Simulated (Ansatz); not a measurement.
```yaml
crystal:
  periodic: [false, false, false]
  atoms:
    - {symbol: Y, position_ang: [0.000000, 0.000000, 0.000000]}
    - {symbol: B, position_ang: [0.000000, 0.000000, 2.290000]}
basis:
  gaussian: {orbitals: def2-TZVP}
magnetization: {spin_polarized: true, initial_magnetization: 2}
hamiltonian: {xc: pbe0}
relax: {f_tol: 0.004, max_steps: 80}
```

```sh
$ ansatz run in.yaml --threads 1 --pin off --events-out ev --progress --plain --max-ram 2176MiB
```

Steps of the relaxation (energy above the last step; positions in Å, forces in eV/Å):

```
2
step 1, 1.2 meV
Y     0.000    0.000    0.000    0.000    0.000    0.154
B     0.000    0.000    2.290    0.000    0.000   -0.154
```

```
2
step 2, 0.6 meV
Y     0.000    0.000    0.013    0.000    0.000   -0.112
B     0.000    0.000    2.277    0.000    0.000    0.112
```

```
2
step 3, 0.0 meV
Y     0.000    0.000    0.008    0.000    0.000   -0.003
B     0.000    0.000    2.282    0.000    0.000    0.003
```

Close pairs at the end: Y1–B2 2.274 Å.

A stationary point of unrestricted PBE0 after 3 steps, with ⟨S²⟩ = 2.825 against 2.00 for a pure state. 70 s on 1 thread of Arm Neoverse V1, shared host.
